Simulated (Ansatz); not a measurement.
Geometry optimisation, RKS PBE/STO-3G (Ansatz 0.2.0).

input.yaml

```yaml
crystal:
  periodic: [false, false, false]
  atoms:
    - { symbol: S, position_ang: [-0.402, 0.7582, -2.2644] }
    - { symbol: H, position_ang: [0.0319, -0.4272, -2.6681] }
    - { symbol: H, position_ang: [0.3515, 0.7201, -1.1681] }
    - { symbol: C, position_ang: [0.0014, -0.2638, 1.5263] }
    - { symbol: O, position_ang: [0.8633, 0.0548, 0.7605] }
    - { symbol: H, position_ang: [0.2088, -0.8571, 2.4303] }
    - { symbol: H, position_ang: [-1.0548, 0.0151, 1.3836] }
basis:
  gaussian: { orbitals: STO-3G }
hamiltonian:
  xc: pbe
relax:
  f_tol: 0.02
  max_steps: 40
```

Command:

```bash
$ ansatz run input.yaml --threads 1 --pin off --max-ram 2048MiB --backend cpu --events-out ev --progress --plain --runs-dir out
```

Q: Where does it end, and by what steps?

A: It converged. The force dipped under the threshold on the way, but the program's further checks kept it going. Limits of this set-up: minimal basis. After 21 steps the energy has fallen by 0.385 eV; H3 moved furthest, 0.43 Å.

```json
{"step": "0", "energy less start (eV)": "0.0000", "largest force component (eV/Å)": "4.821", "accepted": "yes"}
{"step": "1", "energy less start (eV)": "-0.3191", "largest force component (eV/Å)": "0.789", "accepted": "yes"}
{"step": "2", "energy less start (eV)": "-0.0614", "largest force component (eV/Å)": "2.788", "accepted": "no"}
{"step": "3", "energy less start (eV)": "-0.3388", "largest force component (eV/Å)": "0.644", "accepted": "yes"}
{"step": "4", "energy less start (eV)": "-0.3709", "largest force component (eV/Å)": "0.238", "accepted": "yes"}
{"step": "5", "energy less start (eV)": "-0.3768", "largest force component (eV/Å)": "0.100", "accepted": "yes"}
{"step": "6", "energy less start (eV)": "-0.3787", "largest force component (eV/Å)": "0.086", "accepted": "yes"}
{"step": "7", "energy less start (eV)": "-0.3796", "largest force component (eV/Å)": "0.163", "accepted": "yes"}
{"step": "8", "energy less start (eV)": "-0.3822", "largest force component (eV/Å)": "0.183", "accepted": "yes"}
{"step": "9", "energy less start (eV)": "-0.3841", "largest force component (eV/Å)": "0.036", "accepted": "yes"}
{"step": "10", "energy less start (eV)": "-0.3843", "largest force component (eV/Å)": "0.014", "accepted": "yes"}
{"step": "11", "energy less start (eV)": "-0.3832", "largest force component (eV/Å)": "0.157", "accepted": "no"}
{"step": "12", "energy less start (eV)": "-0.3843", "largest force component (eV/Å)": "0.079", "accepted": "no"}
{"step": "13", "energy less start (eV)": "-0.3843", "largest force component (eV/Å)": "0.067", "accepted": "no"}
{"step": "14", "energy less start (eV)": "-0.3844", "largest force component (eV/Å)": "0.004", "accepted": "yes"}
{"step": "15", "energy less start (eV)": "-0.3839", "largest force component (eV/Å)": "0.162", "accepted": "no"}
{"step": "16", "energy less start (eV)": "-0.3846", "largest force component (eV/Å)": "0.024", "accepted": "yes"}
{"step": "17", "energy less start (eV)": "-0.3846", "largest force component (eV/Å)": "0.090", "accepted": "no"}
{"step": "18", "energy less start (eV)": "-0.3847", "largest force component (eV/Å)": "0.063", "accepted": "yes"}
{"step": "19", "energy less start (eV)": "-0.3838", "largest force component (eV/Å)": "0.163", "accepted": "no"}
{"step": "20", "energy less start (eV)": "-0.3848", "largest force component (eV/Å)": "0.012", "accepted": "yes"}
{"step": "21", "energy less start (eV)": "-0.3849", "largest force component (eV/Å)": "0.005", "accepted": "yes"}
```

```xyz
7
Properties=species:S:1:pos:R:3
S -0.449 0.791 -2.117
H 0.183 -0.186 -2.833
H 0.190 0.379 -0.958
C 0.012 -0.246 1.482
O 0.898 -0.185 0.582
H 0.243 -0.557 2.545
H -1.077 0.004 1.298
```

Whether the end is a true minimum wasn't checked by a vibrational analysis.

Time of the run: 21 s on 1 thread of Arm Neoverse V1, with other jobs on the host, peak memory 0.11 GiB.
